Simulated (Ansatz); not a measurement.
What C3H6F2 (1,3-difluoropropane) costs in Ansatz

C3H6F2 has 11 atoms, charge 0, and is taken as a singlet. SMILES: `FCCCF`. The shape is that of a PBE0-D4/def2-TZVP optimisation. This is one conformer, not always the lowest.

```jsonl
{"atom": "F", "x (Å)": "-1.9644", "y (Å)": "1.4327", "z (Å)": "-0.1071"}
{"atom": "C", "x (Å)": "-0.7153", "y (Å)": "1.0007", "z (Å)": "0.3006"}
{"atom": "C", "x (Å)": "-0.3750", "y (Å)": "-0.2988", "z (Å)": "-0.3878"}
{"atom": "C", "x (Å)": "0.9675", "y (Å)": "-0.8382", "z (Å)": "0.0347"}
{"atom": "F", "x (Å)": "1.9756", "y (Å)": "0.0402", "z (Å)": "-0.3312"}
{"atom": "H", "x (Å)": "-0.7445", "y (Å)": "0.8753", "z (Å)": "1.3886"}
{"atom": "H", "x (Å)": "0.0080", "y (Å)": "1.7818", "z (Å)": "0.0541"}
{"atom": "H", "x (Å)": "-0.3882", "y (Å)": "-0.1543", "z (Å)": "-1.4716"}
{"atom": "H", "x (Å)": "-1.1381", "y (Å)": "-1.0462", "z (Å)": "-0.1471"}
{"atom": "H", "x (Å)": "1.0262", "y (Å)": "-0.9681", "z (Å)": "1.1208"}
{"atom": "H", "x (Å)": "1.1734", "y (Å)": "-1.7980", "z (Å)": "-0.4459"}
```

Program: Ansatz 0.2.0. Hardware: 1 thread of Arm Neoverse V1, shared host, so times are rough. Ansatz fits the integrals of SCF and DFT runs by default. Its times include its search for lower SCF states.

Q: Estimate their order by wall time, quickest first.
A. energy at wB97X/cc-pVDZ
B. energy at HF/cc-pVDZ
C. energy at PBE0/cc-pVDZ

A: B (3.9 s), C (9.9 s), A (33 s).
